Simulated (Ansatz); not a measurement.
# H2PSi: the cost of one run

Method: def2-QZVPP, all electrons in the functionals, frozen cores in the correlation of double hybrids and RPA; program: Ansatz 0.2.0, Gaussian basis.

Plan: wB97M-V, B2PLYP, at charge 0, quartet; charge 0, doublet; charge 0, sextet; charge 1, triplet; charge 1, quintet.

### Step 1. What is computed

The geometry is a PBE0/def2-TZVP stationary point (not a proven minimum).

4 atoms, charge 0, spin multiplicity 4.

Atoms are counted from 1 here; the program's logs count them from 0.

Bond lengths: Si1–P2 2.275 Å, Si1–H3 1.499 Å, P2–H4 1.427 Å. Angles: P2–Si1–H3 115.3°, Si1–P2–H4 96.5°.

No dispersion term is added; wB97M-V holds VV10 nonlocal correlation.

The geometry shown and the zero of energy belong to the point charge 0, quartet. The yardstick, UCCSD(T), and other wave-function levels (R restricted, U unrestricted, valence and pair active spaces) come from earlier runs.

### Step 2. wB97M-V, charge 0, quartet

in.yaml

```yaml
crystal:
  periodic: [false, false, false]
  atoms:
    - {symbol: Si, position_ang: [-0.059994, -0.083342, 1.179230]}
    - {symbol: P, position_ang: [0.000332, 0.090462, -1.088224]}
    - {symbol: H, position_ang: [0.995175, 0.691262, 1.910267]}
    - {symbol: H, position_ang: [0.666308, -1.148881, -1.327757]}
basis:
  gaussian: {orbitals: "def2-QZVPP.json"}
magnetization: {spin_polarized: true, initial_magnetization: 3}
hamiltonian: {xc: {name: wB97M-V}}
output: {orbitals: {seedname: orbitals}}
```

Started as:

```sh
ansatz run in.yaml --threads 1 --pin off --events-out ev --progress --plain --max-ram 2393MiB
```

What time and memory should one allow on 1 thread of Intel Xeon Platinum 8259CL at 2.50GHz, shared host?

About 19 s, with a peak of 0.56 GiB.
